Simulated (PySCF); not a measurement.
PySCF input (HF/6-311++G(3df,3pd)):

```python
import numpy as np, basis_set_exchange as bse
from pyscf import gto, scf, dft, df

basis = {'C': gto.basis.parse(bse.get_basis('6-311++G(3df,3pd)', elements=['C'], fmt='nwchem')), 'H': gto.basis.parse(bse.get_basis('6-311++G(3df,3pd)', elements=['H'], fmt='nwchem')), 'Si': gto.basis.parse(bse.get_basis('6-311++G(3df,3pd)', elements=['Si'], fmt='nwchem'))}
mol = gto.M(
    atom='''
    C     0.00340141   -0.00638779   -1.24205632
    Si   -0.00173623    0.00326060    0.63399891
    H     0.01183572   -1.02821844   -1.62563804
    H    -0.88242631    0.49513333   -1.63592148
    H     0.88398944    0.50792232   -1.63114986
    H    -0.01319887    1.39426270    1.14918674
    H    -1.20047879   -0.69691575    1.15669009
    H     1.20417751   -0.67950585    1.16318579
    ''',
    basis=basis,
    charge=0,
    verbose=4,
    max_memory=8640,
)
mf = scf.RHF(mol)
mf = mf.density_fit(auxbasis=df.autoaux(mol))
mf.conv_tol = 1e-9
mf.max_cycle = 100
print('smallest overlap eigenvalue', np.linalg.eigvalsh(mol.intor('int1e_ovlp'))[0])
mf.kernel()
dip = mf.dip_moment()
```

Output:

```
PySCF version 2.14.0

[INPUT] verbose = 4
[INPUT] num. atoms = 8
[INPUT] num. electrons = 26
[INPUT] charge = 0
[INPUT] spin (= nelec alpha-beta = 2S) = 0
[INPUT] symmetry False subgroup None
[INPUT] Mole.unit = angstrom
[INPUT] Symbol           X                Y                Z      unit          X                Y                Z       unit  Magmom
[INPUT]  1 C      0.003401410000  -0.006387790000  -1.242056320000 AA    0.006427733337  -0.012071173641  -2.347146276085 Bohr   0.0
[INPUT]  2 Si    -0.001736230000   0.003260600000   0.633998910000 AA   -0.003280999189   0.006161641002   1.198084303173 Bohr   0.0
[INPUT]  3 H      0.011835720000  -1.028218440000  -1.625638040000 AA    0.022366269287  -1.943051247828  -3.072010673275 Bohr   0.0
[INPUT]  4 H     -0.882426310000   0.495133330000  -1.635921480000 AA   -1.667544051011   0.935666388844  -3.091443558493 Bohr   0.0
[INPUT]  5 H      0.883989440000   0.507922320000  -1.631149860000 AA    1.670497938608   0.959834077354  -3.082426503523 Bohr   0.0
[INPUT]  6 H     -0.013198870000   1.394262700000   1.149186740000 AA   -0.024942249454   2.634774648697   2.171648204582 Bohr   0.0
[INPUT]  7 H     -1.200478790000  -0.696915750000   1.156690090000 AA   -2.268576131449  -1.316979899396   2.185827481099 Bohr   0.0
[INPUT]  8 H      1.204177510000  -0.679505850000   1.163185790000 AA    2.275565699261  -1.284079956540   2.198102575086 Bohr   0.0

nuclear repulsion = 62.8175728634908
number of shells = 78
number of NR pGTOs = 238
number of NR cGTOs = 194
basis = {'C': [[0, [4563.24, 0.00196665], [682.024, 0.0152306], [154.973, 0.0761269], [44.4553, 0.260801], [13.029, 0.616462], [1.82773, 0.221006]], [0, [20.9642, 0.11466], [4.80331, 0.919999], [1.45933, -0.00303068]], [0, [0.483456, 1.0]], [0, [0.145585, 1.0]], [0, [0.0438, 1.0]], [1, [20.9642, 0.0402487], [4.80331, 0.237594], [1.45933, 0.815854]], [1, [0.483456, 1.0]], [1, [0.145585, 1.0]], [1, [0.0438, 1.0]], [2, [2.504, 1.0]], [2, [0.626, 1.0]], [2, [0.1565, 1.0]], [3, [0.8, 1.0]]], 'H': [[0, [33.865, 0.0254938], [5.09479, 0.190373], [1.15879, 0.852161]], [0, [0.32584, 1.0]], [0, [0.102741, 1.0]], [0, [0.036, 1.0]], [1, [3.0, 1.0]], [1, [0.75, 1.0]], [1, [0.1875, 1.0]], [2, [1.0, 1.0]]], 'Si': [[0, [69379.23, 0.000757], [10354.94, 0.005932], [2333.8796, 0.031088], [657.14295, 0.124967], [214.30113, 0.386897], [77.629168, 0.554888]], [0, [77.629168, 0.177881], [30.630807, 0.627765], [12.801295, 0.247623]], [0, [3.926866, 1.0]], [0, [1.452343, 1.0]], [0, [0.256234, 1.0]], [0, [0.094279, 1.0]], [0, [0.0331, 1.0]], [1, [335.48319, 0.008866], [78.900366, 0.068299], [24.98815, 0.290958], [9.219711, 0.732117]], [1, [3.62114, 0.619879], [1.45131, 0.439148]], [1, [0.504977, 1.0]], [1, [0.186317, 1.0]], [1, [0.065432, 1.0]], [1, [0.0331, 1.0]], [2, [1.8, 1.0]], [2, [0.45, 1.0]], [2, [0.1125, 1.0]], [3, [0.32, 1.0]]]}
ecp = {}
ETB for Si: l = 0, exps = 0.0662 * 1.8^n , n = 0..20
ETB for Si: l = 1, exps = 0.0662 * 1.8^n , n = 0..17
ETB for Si: l = 2, exps = 0.0662 * 1.8^n , n = 0..16
ETB for Si: l = 3, exps = 0.1456 * 2.2^n , n = 0..9
ETB for Si: l = 4, exps = 0.225 * 2.2^n , n = 0..6
ETB for C: l = 0, exps = 0.0876 * 1.8^n , n = 0..15
ETB for C: l = 1, exps = 0.0876 * 1.8^n , n = 0..13
ETB for C: l = 2, exps = 0.0876 * 1.8^n , n = 0..12
ETB for C: l = 3, exps = 0.2003 * 2.2^n , n = 0..6
ETB for C: l = 4, exps = 0.313 * 2.2^n , n = 0..4
ETB for H: l = 0, exps = 0.072 * 1.8^n , n = 0..12
ETB for H: l = 1, exps = 0.2235 * 2^n , n = 0..5
ETB for H: l = 2, exps = 0.375 * 2.2^n , n = 0..4
ETB for H: l = 3, exps = 1.1875 * 2.2^n , n = 0..2
smallest overlap eigenvalue 0.0001096635087844677

******** <class 'pyscf.df.df_jk.DFRHF'> ********
method = DFRHF
initial guess = minao
damping factor = 0
level_shift factor = 0
DIIS = <class 'pyscf.scf.diis.CDIIS'>
diis_start_cycle = 1
diis_space = 8
diis_damp = 0
SCF conv_tol = 1e-09
SCF conv_tol_grad = None
SCF max_cycles = 100
direct_scf = False
Set gradient conv threshold to 3.16228e-05
Initial guess from minao.
******** <class 'pyscf.df.df.DF'> ********
auxbasis = {'Si': [[0, [np.float64(8439.332375254207), 1]], [0, [np.float64(4688.517986252337), 1]], [0, [np.float64(2604.7322145846315), 1]], [0, [np.float64(1447.0734525470177), 1]], [0, [np.float64(803.9296958594541), 1]], [0, [np.float64(446.6276088108079), 1]], [0, [np.float64(248.1264493393377), 1]], [0, [np.float64(137.84802741074316), 1]], [0, [np.float64(76.58223745041288), 1]], [0, [np.float64(42.54568747245159), 1]], [0, [np.float64(23.636493040250883), 1]], [0, [np.float64(13.131385022361602), 1]], [0, [np.float64(7.295213901312001), 1]], [0, [np.float64(4.0528966118400005), 1]], [0, [np.float64(2.2516092288), 1]], [0, [np.float64(1.2508940160000002), 1]], [0, [np.float64(0.69494112), 1]], [0, [np.float64(0.38607840000000004), 1]], [0, [np.float64(0.21448799999999998), 1]], [0, [np.float64(0.11915999999999999), 1]], [0, [np.float64(0.0662), 1]], [1, [np.float64(1447.0734525470177), 1]], [1, [np.float64(803.9296958594541), 1]], [1, [np.float64(446.6276088108079), 1]], [1, [np.float64(248.1264493393377), 1]], [1, [np.float64(137.84802741074316), 1]], [1, [np.float64(76.58223745041288), 1]], [1, [np.float64(42.54568747245159), 1]], [1, [np.float64(23.636493040250883), 1]], [1, [np.float64(13.131385022361602), 1]], [1, [np.float64(7.295213901312001), 1]], [1, [np.float64(4.0528966118400005), 1]], [1, [np.float64(2.2516092288), 1]], [1, [np.float64(1.2508940160000002), 1]], [1, [np.float64(0.69494112), 1]], [1, [np.float64(0.38607840000000004), 1]], [1, [np.float64(0.21448799999999998), 1]], [1, [np.float64(0.11915999999999999), 1]], [1, [np.float64(0.0662), 1]], [2, [np.float64(803.9296958594541), 1]], [2, [np.float64(446.6276088108079), 1]], [2, [np.float64(248.1264493393377), 1]], [2, [np.float64(137.84802741074316), 1]], [2, [np.float64(76.58223745041288), 1]], [2, [np.float64(42.54568747245159), 1]], [2, [np.float64(23.636493040250883), 1]], [2, [np.float64(13.131385022361602), 1]], [2, [np.float64(7.295213901312001), 1]], [2, [np.float64(4.0528966118400005), 1]], [2, [np.float64(2.2516092288), 1]], [2, [np.float64(1.2508940160000002), 1]], [2, [np.float64(0.69494112), 1]], [2, [np.float64(0.38607840000000004), 1]], [2, [np.float64(0.21448799999999998), 1]], [2, [np.float64(0.11915999999999999), 1]], [2, [np.float64(0.0662), 1]], [3, [np.float64(175.77839811051535), 1]], [3, [np.float64(79.89927186841606), 1]], [3, [np.float64(36.31785084928003), 1]], [3, [np.float64(16.508114022400008), 1]], [3, [np.float64(7.503688192000003), 1]], [3, [np.float64(3.4107673600000012), 1]], [3, [np.float64(1.5503488000000005), 1]], [3, [np.float64(0.7047040000000001), 1]], [3, [np.float64(0.32032000000000005), 1]], [3, [np.float64(0.1456), 1]], [4, [np.float64(25.51047840000001), 1]], [4, [np.float64(11.595672000000004), 1]], [4, [np.float64(5.270760000000002), 1]], [4, [np.float64(2.395800000000001), 1]], [4, [np.float64(1.0890000000000002), 1]], [4, [np.float64(0.49500000000000005), 1]], [4, [np.float64(0.225), 1]]], 'C': [[0, [np.float64(591.0057180034255), 1]], [0, [np.float64(328.3365100019031), 1]], [0, [np.float64(182.40917222327948), 1]], [0, [np.float64(101.33842901293305), 1]], [0, [np.float64(56.29912722940724), 1]], [0, [np.float64(31.277292905226247), 1]], [0, [np.float64(17.376273836236802), 1]], [0, [np.float64(9.653485464576002), 1]], [0, [np.float64(5.363047480320001), 1]], [0, [np.float64(2.9794708224), 1]], [0, [np.float64(1.6552615680000002), 1]], [0, [np.float64(0.91958976), 1]], [0, [np.float64(0.5108832000000001), 1]], [0, [np.float64(0.283824), 1]], [0, [np.float64(0.15768), 1]], [0, [np.float64(0.0876), 1]], [1, [np.float64(182.40917222327948), 1]], [1, [np.float64(101.33842901293305), 1]], [1, [np.float64(56.29912722940724), 1]], [1, [np.float64(31.277292905226247), 1]], [1, [np.float64(17.376273836236802), 1]], [1, [np.float64(9.653485464576002), 1]], [1, [np.float64(5.363047480320001), 1]], [1, [np.float64(2.9794708224), 1]], [1, [np.float64(1.6552615680000002), 1]], [1, [np.float64(0.91958976), 1]], [1, [np.float64(0.5108832000000001), 1]], [1, [np.float64(0.283824), 1]], [1, [np.float64(0.15768), 1]], [1, [np.float64(0.0876), 1]], [2, [np.float64(101.33842901293305), 1]], [2, [np.float64(56.29912722940724), 1]], [2, [np.float64(31.277292905226247), 1]], [2, [np.float64(17.376273836236802), 1]], [2, [np.float64(9.653485464576002), 1]], [2, [np.float64(5.363047480320001), 1]], [2, [np.float64(2.9794708224), 1]], [2, [np.float64(1.6552615680000002), 1]], [2, [np.float64(0.91958976), 1]], [2, [np.float64(0.5108832000000001), 1]], [2, [np.float64(0.283824), 1]], [2, [np.float64(0.15768), 1]], [2, [np.float64(0.0876), 1]], [3, [np.float64(22.709994771200012), 1]], [3, [np.float64(10.322724896000004), 1]], [3, [np.float64(4.6921476800000015), 1]], [3, [np.float64(2.1327944000000008), 1]], [3, [np.float64(0.9694520000000002), 1]], [3, [np.float64(0.44066000000000005), 1]], [3, [np.float64(0.2003), 1]], [4, [np.float64(7.332212800000002), 1]], [4, [np.float64(3.332824000000001), 1]], [4, [np.float64(1.5149200000000003), 1]], [4, [np.float64(0.6886000000000001), 1]], [4, [np.float64(0.313), 1]]], 'H': [[0, [np.float64(83.2918594626847), 1]], [0, [np.float64(46.27325525704705), 1]], [0, [np.float64(25.707364031692805), 1]], [0, [np.float64(14.281868906496003), 1]], [0, [np.float64(7.934371614720002), 1]], [0, [np.float64(4.4079842304), 1]], [0, [np.float64(2.448880128), 1]], [0, [np.float64(1.36048896), 1]], [0, [np.float64(0.7558271999999999), 1]], [0, [np.float64(0.419904), 1]], [0, [np.float64(0.23328), 1]], [0, [np.float64(0.1296), 1]], [0, [np.float64(0.072), 1]], [1, [np.float64(7.152), 1]], [1, [np.float64(3.576), 1]], [1, [np.float64(1.788), 1]], [1, [np.float64(0.894), 1]], [1, [np.float64(0.447), 1]], [1, [np.float64(0.2235), 1]], [2, [np.float64(8.784600000000003), 1]], [2, [np.float64(3.993000000000001), 1]], [2, [np.float64(1.8150000000000004), 1]], [2, [np.float64(0.8250000000000001), 1]], [2, [np.float64(0.375), 1]], [3, [np.float64(5.7475000000000005), 1]], [3, [np.float64(2.6125000000000003), 1]], [3, [np.float64(1.1875), 1]]]}
init E= -330.088484157706
  HOMO = -0.356690176047929  LUMO = 0.030165092451316  gap/eV = 10.52687
cycle= 1 E= -330.295687594259  delta_E= -0.207  |g|= 0.237  |ddm|= 1.68
  HOMO = -0.46265155104714  LUMO = 0.039828486135391  gap/eV = 13.67318
cycle= 2 E= -330.318551241307  delta_E= -0.0229  |g|= 0.0645  |ddm|= 0.288
  HOMO = -0.450718518512953  LUMO = 0.0416135213469764  gap/eV = 13.39704
cycle= 3 E= -330.320593886398  delta_E= -0.00204  |g|= 0.0184  |ddm|= 0.106
  HOMO = -0.455097465238154  LUMO = 0.041700699529405  gap/eV = 13.51857
cycle= 4 E= -330.320702489443  delta_E= -0.000109  |g|= 0.00311  |ddm|= 0.0183
  HOMO = -0.455547368435897  LUMO = 0.0417171545289873  gap/eV = 13.53126
cycle= 5 E= -330.320709785575  delta_E= -7.3e-06  |g|= 0.000816  |ddm|= 0.005
  HOMO = -0.455809825892636  LUMO = 0.0417168187068893  gap/eV = 13.53839
cycle= 6 E= -330.320710234115  delta_E= -4.49e-07  |g|= 0.000282  |ddm|= 0.00148
  HOMO = -0.455747950616706  LUMO = 0.041725473534614  gap/eV = 13.53694
cycle= 7 E= -330.320710274599  delta_E= -4.05e-08  |g|= 6.1e-05  |ddm|= 0.000417
  HOMO = -0.455765993018423  LUMO = 0.0417266393463637  gap/eV = 13.53746
cycle= 8 E= -330.32071027714  delta_E= -2.54e-09  |g|= 1.12e-05  |ddm|= 0.000138
  HOMO = -0.455766227234363  LUMO = 0.0417269249783104  gap/eV = 13.53748
cycle= 9 E= -330.320710277232  delta_E= -9.14e-11  |g|= 1.89e-06  |ddm|= 2.28e-05
  HOMO = -0.455766005510716  LUMO = 0.0417269967067435  gap/eV = 13.53747
Extra cycle  E= -330.320710277234  delta_E= -2.27e-12  |g|= 7.48e-07  |ddm|= 3.72e-06
converged SCF energy = -330.320710277234
Dipole moment(X, Y, Z, Debye):  0.00199, -0.00373, -0.72587
```
